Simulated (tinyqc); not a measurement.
Inside a calculation. Method: RKS/LDA (VWN5) in the sto-3g basis, for H2O, spin multiplicity 1. One step of it, computed by the program tinyqc.

Problem. Iteration 1: building the Kohn-Sham matrix. J_ij = sum D_kl (ij|kl); F = H + J + V_xc; E = tr D H + tr D J / 2 + E_xc + E_nn.

D at the start, lower triangle:
```
,1O 1s,1O 2s,1O 2px,1O 2py,1O 2pz,2H 1s,3H 1s
1O 1s,1.177711
1O 2s,0.329957,1.870448
1O 2px,0.059011,-0.085230,1.967310
1O 2py,-0.564725,0.691924,0.173067,1.329225
1O 2pz,0.042864,0.445157,0.129180,-0.578419,1.609125
2H 1s,-0.516235,-0.402067,-0.077681,-0.518069,0.060900,1.774257
3H 1s,0.216347,-0.803897,0.169227,-0.098804,-1.363912,0.477884,1.599363
```

core Hamiltonian H = T + V (hartree), lower triangle:
```
,1O 1s,1O 2s,1O 2px,1O 2py,1O 2pz,2H 1s,3H 1s
1O 1s,-32.546954
1O 2s,-7.571627,-9.171721
1O 2px,0.000000,0.000000,-7.322655
1O 2py,-0.000181,-0.002025,0.000000,-7.406345
1O 2pz,-0.015516,-0.190776,0.000000,-0.001251,-7.404798
2H 1s,-1.155970,-2.764537,0.000000,-1.448061,-1.492701,-4.473250
3H 1s,-1.119785,-2.700197,0.000000,1.421036,-1.463927,-1.218822,-4.433523
```

Two-electron integrals (ij|kl) in chemists' order, unique and non-zero (hartree):
```
i,j,k,l,(ij|kl)
1,1,1,1,4.785065
2,1,1,1,0.741380
2,1,2,1,0.136873
2,2,1,1,1.118947
2,2,2,1,0.256633
2,2,2,2,0.817206
3,1,3,1,0.024477
3,2,3,1,0.037809
3,2,3,2,0.180518
3,3,1,1,1.115814
3,3,2,1,0.256684
3,3,2,2,0.817023
3,3,3,3,0.880159
4,1,4,1,0.024477
4,2,4,1,0.037809
4,2,4,2,0.180518
4,3,4,3,0.047444
4,4,1,1,1.115814
4,4,2,1,0.256684
4,4,2,2,0.817023
4,4,3,3,0.785270
4,4,4,4,0.880159
5,1,5,1,0.024477
5,2,5,1,0.037809
5,2,5,2,0.180518
5,3,5,3,0.047444
5,4,5,4,0.047444
5,5,1,1,1.115814
5,5,2,1,0.256684
5,5,2,2,0.817023
5,5,3,3,0.785270
5,5,4,4,0.785270
5,5,5,5,0.880159
6,1,1,1,0.113543
6,1,2,1,0.020803
6,1,2,2,0.038814
6,1,3,3,0.038737
6,1,4,1,0.000675
6,1,4,2,0.001273
6,1,4,4,0.038856
6,1,5,1,0.000670
6,1,5,2,0.001262
6,1,5,4,0.000117
6,1,5,5,0.038854
6,1,6,1,0.003202
6,2,1,1,0.297019
6,2,2,1,0.069068
6,2,2,2,0.246062
6,2,3,3,0.241726
6,2,4,1,0.003687
6,2,4,2,0.029057
6,2,4,4,0.248164
6,2,5,1,0.003655
6,2,5,2,0.028804
6,2,5,4,0.006381
6,2,5,5,0.248052
6,2,6,1,0.010721
6,2,6,2,0.094431
6,3,3,1,0.006969
6,3,3,2,0.041500
6,3,4,3,0.005918
6,3,5,3,0.005866
6,3,6,3,0.012943
6,4,1,1,0.158202
6,4,2,1,0.037241
6,4,2,2,0.141646
6,4,3,3,0.135333
6,4,4,1,0.008701
6,4,4,2,0.057196
6,4,4,4,0.150669
6,4,5,1,0.001717
6,4,5,2,0.015559
6,4,5,4,0.009336
6,4,5,5,0.138773
6,4,6,1,0.006016
6,4,6,2,0.066074
6,4,6,4,0.058646
6,5,1,1,0.156821
6,5,2,1,0.036916
6,5,2,2,0.140409
6,5,3,3,0.134152
6,5,4,1,0.001717
6,5,4,2,0.015559
6,5,4,4,0.137622
6,5,5,1,0.008671
6,5,5,2,0.056923
6,5,5,4,0.009358
6,5,5,5,0.149294
6,5,6,1,0.005963
6,5,6,2,0.065497
6,5,6,4,0.045304
6,5,6,5,0.057852
6,6,1,1,0.459627
6,6,2,1,0.108595
6,6,2,2,0.445403
6,6,3,3,0.428061
6,6,4,1,0.007027
6,6,4,2,0.077784
6,6,4,4,0.454024
6,6,5,1,0.006965
6,6,5,2,0.077105
6,6,5,4,0.025737
6,6,5,5,0.453573
6,6,6,1,0.016973
6,6,6,2,0.222450
6,6,6,4,0.177626
6,6,6,5,0.176076
6,6,6,6,0.774606
7,1,1,1,0.109960
7,1,2,1,0.020148
7,1,2,2,0.037596
7,1,3,3,0.037522
7,1,4,1,-0.000653
7,1,4,2,-0.001232
7,1,4,4,0.037637
7,1,5,1,0.000647
7,1,5,2,0.001219
7,1,5,4,-0.000113
7,1,5,5,0.037634
7,1,6,1,0.003062
7,1,6,2,0.010115
7,1,6,4,0.005218
7,1,6,5,0.005631
7,1,6,6,0.015903
7,1,7,1,0.003003
7,2,1,1,0.289768
7,2,2,1,0.067390
7,2,2,2,0.240339
7,2,3,3,0.236092
7,2,4,1,-0.003598
7,2,4,2,-0.028448
7,2,4,4,0.242405
7,2,5,1,0.003562
7,2,5,2,0.028168
7,2,5,4,-0.006250
7,2,5,5,0.242281
7,2,6,1,0.010189
7,2,6,2,0.075854
7,2,6,4,0.036586
7,2,6,5,0.051315
7,2,6,6,0.147405
7,2,7,1,0.010132
7,2,7,2,0.090368
7,3,3,1,0.006775
7,3,3,2,0.040436
7,3,4,3,-0.005781
7,3,5,3,0.005724
7,3,6,3,0.010074
7,3,7,3,0.012338
7,4,1,1,-0.155027
7,4,2,1,-0.036496
7,4,2,2,-0.138963
7,4,3,3,-0.132783
7,4,4,1,0.008471
7,4,4,2,0.055856
7,4,4,4,-0.147788
7,4,5,1,-0.001679
7,4,5,2,-0.015268
7,4,5,4,0.009134
7,4,5,5,-0.136159
7,4,6,1,-0.005281
7,4,6,2,-0.036817
7,4,6,4,-0.008073
7,4,6,5,-0.024395
7,4,6,6,-0.064346
7,4,7,1,-0.005708
7,4,7,2,-0.063519
7,4,7,4,0.056476
7,5,1,1,0.153499
7,5,2,1,0.036137
7,5,2,2,0.137594
7,5,3,3,0.131474
7,5,4,1,-0.001679
7,5,4,2,-0.015268
7,5,4,4,0.134884
7,5,5,1,0.008438
7,5,5,2,0.055554
7,5,5,4,-0.009157
7,5,5,5,0.146266
7,5,6,1,0.005689
7,5,6,2,0.051431
7,5,6,4,0.024306
7,5,6,5,0.044363
7,5,6,6,0.109427
7,5,7,1,0.005652
7,5,7,2,0.062893
7,5,7,4,-0.043703
7,5,7,5,0.055611
7,6,1,1,0.118379
7,6,2,1,0.027840
7,6,2,2,0.109502
7,6,3,3,0.106553
7,6,4,1,-0.000005
7,6,4,2,-0.000069
7,6,4,4,0.108246
7,6,5,1,0.002167
7,6,5,2,0.021208
7,6,5,4,-0.000020
7,6,5,5,0.113582
7,6,6,1,0.004292
7,6,6,2,0.043662
7,6,6,4,0.026418
7,6,6,5,0.034054
7,6,6,6,0.112963
7,6,7,1,0.004158
7,6,7,2,0.042816
7,6,7,4,-0.026096
7,6,7,5,0.033494
7,6,7,6,0.026208
7,7,1,1,0.454681
7,7,2,1,0.107437
7,7,2,2,0.441234
7,7,3,3,0.424153
7,7,4,1,-0.006903
7,7,4,2,-0.076782
7,7,4,4,0.449753
7,7,5,1,0.006835
7,7,5,2,0.076026
7,7,5,4,-0.025348
7,7,5,5,0.449251
7,7,6,1,0.016243
7,7,6,2,0.149487
7,7,6,4,0.064891
7,7,6,5,0.110651
7,7,6,6,0.323457
7,7,7,1,0.016261
7,7,7,2,0.216671
7,7,7,4,-0.173812
7,7,7,5,0.172100
7,7,7,6,0.112963
7,7,7,7,0.774606
```

nuclear repulsion = 7.78145745 hartree

V_xc (hartree), lower triangle:
```
,1O 1s,1O 2s,1O 2px,1O 2py,1O 2pz,2H 1s,3H 1s
1O 1s,-2.442820
1O 2s,-0.379132,-0.782458
1O 2px,-0.000223,0.005456,-0.796829
1O 2py,0.004160,-0.043629,-0.007671,-0.774681
1O 2pz,-0.004046,-0.025124,-0.007398,0.019426,-0.782734
2H 1s,-0.058339,-0.240212,-0.000244,-0.151121,-0.147940,-0.525900
3H 1s,-0.056615,-0.220528,0.000813,0.122621,-0.137513,-0.103365,-0.480727
```

E_xc = sum of w rho eps_xc = -7.06758347 hartree

Give: Coulomb J; Kohn-Sham matrix F; total energy of this density.

Solution.

Coulomb J (hartree), lower triangle:
```
,1O 1s,1O 2s,1O 2px,1O 2py,1O 2pz,2H 1s,3H 1s
1O 1s,14.0400
1O 2s,2.7917,7.5387
1O 2px,-0.0023,-0.0191,7.5363
1O 2py,0.0220,0.2160,0.0135,7.5272
1O 2pz,0.0286,0.2157,0.0133,-0.0304,7.5380
2H 1s,0.4257,2.3922,-0.0013,1.4465,1.4459,4.8855
3H 1s,0.4107,2.2550,-0.0040,-1.2689,1.3695,1.1080,4.5396
```

Kohn-Sham matrix F (hartree), lower triangle:
```
,1O 1s,1O 2s,1O 2px,1O 2py,1O 2pz,2H 1s,3H 1s
1O 1s,-20.9498
1O 2s,-5.1591,-2.4155
1O 2px,-0.0026,-0.0136,-0.5832
1O 2py,0.0260,0.1704,0.0059,-0.6538
1O 2pz,0.0091,-0.0002,0.0059,-0.0122,-0.6496
2H 1s,-0.7886,-0.6125,-0.0015,-0.1527,-0.1947,-0.1137
3H 1s,-0.7657,-0.6657,-0.0032,0.2748,-0.2319,-0.2142,-0.3747
```

total energy of this density = -61.834199 hartree
